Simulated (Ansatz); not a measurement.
# Nudged elastic band run: CH6N, charge +1

Input file:

```yaml
crystal:
  periodic: [false, false, false]
  atoms:
    - { symbol: C, position_ang: [-0.227396, 0.295884, -0.670041] }
    - { symbol: "N", position_ang: [0.219318, -0.285372, 0.64624] }
    - { symbol: H, position_ang: [-0.040248, -0.448581, -1.460977] }
    - { symbol: H, position_ang: [-1.30339, 0.524986, -0.602373] }
    - { symbol: H, position_ang: [0.351646, 1.214359, -0.859637] }
    - { symbol: H, position_ang: [0.06678, 0.374096, 1.429481] }
    - { symbol: H, position_ang: [1.227287, -0.521158, 0.640282] }
    - { symbol: H, position_ang: [-0.293987, -1.154215, 0.877026] }
total_charge: 1
basis:
  gaussian: { orbitals: def2-SVPD }
hamiltonian:
  xc: pbe
neb:
  order_check: false
  images: 7
  f_tol: 0.03
  max_iterations: 60
  initial_path: idpp
  final_atoms:
    - { symbol: C, position_ang: [-0.22733904, 0.29580785, -0.66992317] }
    - { symbol: "N", position_ang: [0.21934808, -0.28540599, 0.64632701] }
    - { symbol: H, position_ang: [-0.90034683, -0.42655905, -1.16029125] }
    - { symbol: H, position_ang: [-0.75654887, 1.24237649, -0.47201362] }
    - { symbol: H, position_ang: [0.66421451, 0.47586387, -1.29276168] }
    - { symbol: H, position_ang: [-0.58084791, -0.47399205, 1.27557968] }
    - { symbol: H, position_ang: [0.85832137, 0.35295689, 1.15232674] }
    - { symbol: H, position_ang: [0.72320869, -1.181049, 0.52075728] }
```

Command:

```bash
$ ansatz run input.yaml --threads 1 --pin off --max-ram 2048MiB --backend cpu --events-out ev --progress --plain --runs-dir out
```

Output, in part (warnings, iteration lines, the closing report on the highest movable image, with atoms numbered from 0):

```
NEB end point (image 0): max|allowed force component| = 1.051e-3 eV/Å (the criterion of neb.relax_end_points is 1.000e-2)
NEB end point (image 8): max|allowed force component| = 1.157e-2 eV/Å (the criterion of neb.relax_end_points is 1.000e-2)
NEB iter   1: max|band force component| = 8.486e-1 eV/Å  barrier→ = 0.1222 eV  barrier← = 0.1222 eV  Δτ_max = 0.0203 Å  (211 SCF iters)
NEB iter   2: max|band force component| = 5.882e-1 eV/Å  barrier→ = 0.1038 eV  barrier← = 0.1037 eV  Δτ_max = 0.0142 Å  (186 SCF iters)
NEB iter   3: max|band force component| = 9.082e-2 eV/Å  barrier→ = 0.0981 eV  barrier← = 0.0981 eV  CI = image 4  Δτ_max = 0.0022 Å  (189 SCF iters)
NEB iter   4: max|band force component| = 9.912e-4 eV/Å  barrier→ = 0.0979 eV  barrier← = 0.0979 eV  CI = image 4  Δτ_max = 0.0000 Å  (362 SCF iters)
Total energy: -2612.67943671 eV, -96.0141983614 hartree
Atom 0 at    -0.229127     0.298137    -0.675145 Å, force     0.000146    -0.000189     0.000395 eV/Å
Atom 1 at     0.221492    -0.288202     0.652652 Å, force     0.000329    -0.000432     0.000991 eV/Å
Atom 2 at    -0.522431    -0.524733    -1.346321 Å, force    -0.000089    -0.000011    -0.000251 eV/Å
Atom 3 at    -1.087572     0.965092    -0.496647 Å, force    -0.000154     0.000147    -0.000143 eV/Å
Atom 4 at     0.606084     0.865932    -1.115205 Å, force     0.000032     0.000143    -0.000226 eV/Å
Atom 5 at    -0.354330     0.047749     1.443070 Å, force     0.000294    -0.000152    -0.000499 eV/Å
Atom 6 at     1.201210    -0.043364     0.874920 Å, force    -0.000561    -0.000103    -0.000193 eV/Å
Atom 7 at     0.164684    -1.320611     0.662676 Å, force     0.000003     0.000598    -0.000075 eV/Å
Dipole moment:     0.139487    -0.181499     0.411012 e Å
```

The forces met the threshold. A vibrational analysis at the climbing image gives one clearly imaginary mode, 279i cm⁻¹: a first-order saddle point. Limits of this set-up: the dipole of an ion depends on the origin.

Final band (atoms are numbered from 1 in the order of the input):

```tsv
image	path coordinate (Å)	energy (kcal/mol)	dihedral H3–C1–N2–H6 (°)
0	0.00	0.0	180
1	0.32	0.3	-165
2	0.64	1.1	-150
3	0.96	1.9	-135
4	1.28	2.3	-120
5	1.60	1.9	-105
6	1.92	1.1	-90
7	2.24	0.3	-75
8	2.56	0.0	-60
```

Run time: 42 s on 1 thread of Arm Neoverse V2 (shared host), peak memory 0.13 GiB.
